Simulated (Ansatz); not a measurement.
**Which method gave which barrier?**

Saddle point of BH4F, closed shell (BH₂F ([BH2][F]) + H₂ → BH₃ + HF; bonds formed: B1–H6, F2–H5; bonds broken: B1–F2, H5–H6), PBE0-D4/def2-TZVP structure:

```json
{"atom": "B1", "x (Å)": "-0.3110", "y (Å)": "0.1111", "z (Å)": "-0.2313"}
{"atom": "F2", "x (Å)": "1.3149", "y (Å)": "0.2017", "z (Å)": "-0.0971"}
{"atom": "H3", "x (Å)": "-0.5880", "y (Å)": "-0.5783", "z (Å)": "-1.1598"}
{"atom": "H4", "x (Å)": "-0.7778", "y (Å)": "1.1906", "z (Å)": "-0.0554"}
{"atom": "H5", "x (Å)": "0.7013", "y (Å)": "-0.3458", "z (Å)": "0.6744"}
{"atom": "H6", "x (Å)": "-0.3395", "y (Å)": "-0.5791", "z (Å)": "0.8692"}
```

Program: Ansatz 0.2.0. Basis: def2-TZVPP, with def2-QZVPP for the basis limit. Cores are frozen in the correlated methods. Extrapolation: Hartree–Fock as exp(−7.88 √X), correlation as X^−2.97. Four methods, as single points on the PBE0-D4 structures, gave these electronic barriers from the start structure: 32.69, 35.83, 41.63, 56.90 kcal/mol.

Task: The methods were, in alphabetical order, CCSD(T), HF, PBE-D4, PBE0-D4. Which gave which? (A judgement: the text doesn't fix the answer.)

Result: By the calculation: PBE-D4 32.69; PBE0-D4 35.83; CCSD(T) 41.63; HF 56.90 kcal/mol. For comparison, CCSD(T) at an estimated basis limit (MP2 extrapolated from triple and quadruple zeta, plus CCSD(T) − MP2 in triple zeta) gives 41.78 kcal/mol.

The T1 diagnostic stays at or below 0.013. The start structure is not quite a true minimum (one mode of 53i cm⁻¹).

Labels in which every atom is bracketed show which atoms are joined, not bond orders.

For scale, one of the runs: CCSD(T)/def2-TZVPP, 118 basis functions, launched by `ansatz run in.yaml --threads 2 --pin off --events-out ev --progress --plain --max-ram 4352MiB`. Hardware: 2 CPU threads of an Arm Neoverse V2, shared host. Wall time about 3.1 s.
